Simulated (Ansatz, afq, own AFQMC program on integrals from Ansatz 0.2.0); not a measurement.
## SiGeHF, singlet in cc-pVDZ, levels against CCSDT(Q)

```
atom   x (Å)    y (Å)    z (Å)
   F  0.0000  -0.5705  -2.3661
  Ge  0.0000  -0.0534   1.0813
  Si  0.0000   0.4582  -1.1351
   H  0.0000   1.8363  -1.7022
```

Connectivity, by distances: F–SiH–Ge.

Basis cc-pVDZ. Noble-gas cores (and the filled d shells of Ga–Kr and In–Xe) are frozen. Integrals, coupled cluster, full CI and functionals: Ansatz 0.2.0; the random walks run on the same integrals in our own AFQMC program. ph-AFQMC/CISD is guided by a CISD state made of CCSD amplitudes; releasing the constraint for a short imaginary time cuts its bias at the price of noise, slowly where states lie close. ± is one standard error of the sampling. No spin–orbit coupling.

Determinant: RHF, the one that the program's search chose, which needn't be the lowest solution. The geometry is a PBE0/def2-TZVP stationary point of this or a neighbouring charge and spin state.

No full CI on the walks' own integrals is used here; CCSDT(Q) serves as the reference and is uncertain by about the last step of the cluster series.

Cautions: no relativity below Rb; no spin-orbit coupling; inner d shell frozen; higher spins were not checked; restricted determinant unstable towards unrestricted (UHF 345 meV lower, ⟨S²⟩ 1.02).

```
T1 diagnostic                               : 0.0170
weight of the determinant in the CISD state : 0.827
size of the correlated space                : 16 electrons in 44 orbitals
```

Reference: CCSDT(Q), correlation energy -10.562 eV. The released energy is read at 2.40 1/Eh (meV from the phaseless value at times in 1/Eh: -7 ± 29 at 0.24, 2 ± 25 at 0.51, 1 ± 30 at 0.99, -43 ± 41 at 1.62, 24 ± 48 at 2.40).

```json
{"level": "HF", "E − E(reference) (mEh)": "388.14", "share of correlation (%)": "0.00"}
{"level": "MP2", "E − E(reference) (mEh)": "45.31", "share of correlation (%)": "88.33"}
{"level": "CCSD", "E − E(reference) (mEh)": "13.30", "share of correlation (%)": "96.57"}
{"level": "CCSD(T)", "E − E(reference) (mEh)": "2.48", "share of correlation (%)": "99.36"}
{"level": "CCSDT", "E − E(reference) (mEh)": "1.20", "share of correlation (%)": "99.69"}
{"level": "ph-AFQMC/CISD", "E − E(reference) (mEh)": "-0.46 ± 0.99", "share of correlation (%)": "100.12"}
{"level": "released AFQMC", "E − E(reference) (mEh)": "0.41 ± 1.78", "share of correlation (%)": "99.89"}
```

A walk keeps the symmetry of its determinant, which the program's search chose and which needn't be the lowest solution, so a lower state of the same spin and another symmetry isn't excluded. Released energies are given only where the last usable release times agree within the noise; a slower fall can still hide under it.
